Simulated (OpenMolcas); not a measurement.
**C2HClF2 (SMILES FC(F)=CCl): methods side by side**

C2HClF2 has 6 atoms, charge 0, and is taken as a singlet. SMILES: `FC(F)=CCl`. The coordinates come from a PBE0-D4/def2-TZVP relaxation.

```xyz
6

F     0.9010   -0.8104    1.3420
C     0.2676   -0.5622    0.2204
F     0.1925   -1.6326   -0.5227
C    -0.2184    0.6268   -0.0866
Cl   -1.0390    0.9264   -1.5521
H    -0.1038    1.4520    0.5990
```

Quantity: the energy change with the C2–C4 bond stretched from 1.321 to 1.519 Å, in eV. The values are calculated.

| level | kind | program | value (eV) | CPU time (all runs) |
| --- | --- | --- | --- | --- |
| SVWN5/6-31G* (spherical functions) (restricted) | LDA | OpenMolcas | 0.75 | 28 s |
| r2SCAN/6-31G* (spherical functions) (restricted) | meta-GGA | OpenMolcas | 0.76 | 47 s |
| B3LYP/6-31G* (spherical functions) (restricted) | global hybrid | OpenMolcas | 0.78 | 36 s |
| BHLYP/6-31G* (spherical functions) (restricted) | global hybrid | OpenMolcas | ? | 34 s |
| PBE0/6-31G* (spherical functions) (restricted) | global hybrid | OpenMolcas | ? | 35 s |
| B3LYP/6-31G* (Cartesian functions) (restricted) | global hybrid | OpenMolcas | 0.79 | 42 s |
| MP2/6-31G* (spherical functions) (restricted) | perturbation theory | OpenMolcas | 0.77 | 8.5 s |
| CCSD(T)/6-31G* (spherical functions) (restricted) | coupled cluster or CI | OpenMolcas | 0.72 | 85 s |

Question: Estimate the missing values from the other rows.

Answer: As computed at these levels: BHLYP/6-31G* (spherical functions) (restricted): 1.00 eV; PBE0/6-31G* (spherical functions) (restricted): 0.84 eV. CCSD(T)/6-31G* (spherical functions) (restricted) is the highest level here, not the true value. The first shape isn't each level's own minimum. The values span 0.72 to 1.00 eV. CPU times are rough (shared hosts, several kinds of processor): they show what a rung costs within a factor of a few.
